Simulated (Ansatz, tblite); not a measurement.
# H2Te2 (Te₂H₂): charged states by level of theory

The task here is to estimate one member of a computed series from the others.

Method: as each input shows; program: Ansatz 0.2.0, Gaussian basis.

Levels to be run: charge +1 doublet, at the geometry of the singlet (PBE0-D4/def2-TZVP, PBE-D4/def2-TZVP, r2SCAN-D4/def2-TZVP, CCSD(T)/def2-TZVPP); charge +1 doublet, relaxed (PBE0-D4/def2-TZVP, PBE-D4/def2-TZVP); the starting singlet's energies come from earlier runs.

2 further runs of the same task are left out: 2 set aside as unsound or not needed.

**The geometry**

The geometry is that of the singlet, from an earlier relaxation (r2SCAN-D4/def2-TZVP).

4 atoms, charge 0, spin multiplicity 1.

Atoms are counted from 1 here; the program's logs count them from 0.

Bond lengths: Te1–Te2 2.705 Å, Te1–H3 1.665 Å, Te2–H4 1.665 Å. Angles: Te2–Te1–H3 95.8°, Te1–Te2–H4 95.8°.

Te takes a core potential in the def2 sets. No spin-orbit coupling is included.

The first run:

Contents of in.yaml:

```yaml
crystal:
  periodic: [false, false, false]
  atoms:
    - {symbol: Te, position_ang: [-0.030210, 1.086858, -0.995167]}
    - {symbol: Te, position_ang: [-0.185991, -1.459183, -0.094903]}
    - {symbol: H, position_ang: [-0.953342, 1.750992, 0.221186]}
    - {symbol: H, position_ang: [1.169543, -1.378667, 0.868884]}
basis:
  gaussian: {orbitals: def2-TZVP}
total_charge: 1
magnetization: {spin_polarized: true, initial_magnetization: 1}
hamiltonian: {xc: pbe0, dispersion: d4}
output: {orbitals: {seedname: orbitals}}
```

The run is started by

```sh
ansatz run in.yaml --threads 4 --pin off --events-out ev --progress --plain --max-ram 3916MiB
```

Among the steps run: Charge +1 doublet at the fixed geometry, PBE0-D4/def2-TZVP; Charge +1 doublet at the fixed geometry, PBE-D4/def2-TZVP; Charge +1 doublet at the fixed geometry, r2SCAN-D4/def2-TZVP; Charge +1 doublet at the fixed geometry, CCSD(T)/def2-TZVPP.

One of the session's tables, all rows but one given; the rest of the session is left out.

It belongs to the step «Vertical ionisation energy». 

```
             method  vertical ionisation energy (eV)
      HF/def2-TZVPP                             7.80
   PBE-D4/def2-TZVP                             8.41
r2SCAN-D4/def2-TZVP                             8.56
  PBE0-D4/def2-TZVP                             8.64
     MP2/def2-TZVPP                                ?
    CCSD/def2-TZVPP                             8.62
 CCSD(T)/def2-TZVPP                             8.67
```

Estimate the missing values for MP2/def2-TZVPP.

The run gave: vertical ionisation energy (eV): 8.75. In the column «vertical ionisation energy (eV)» it is the highest.
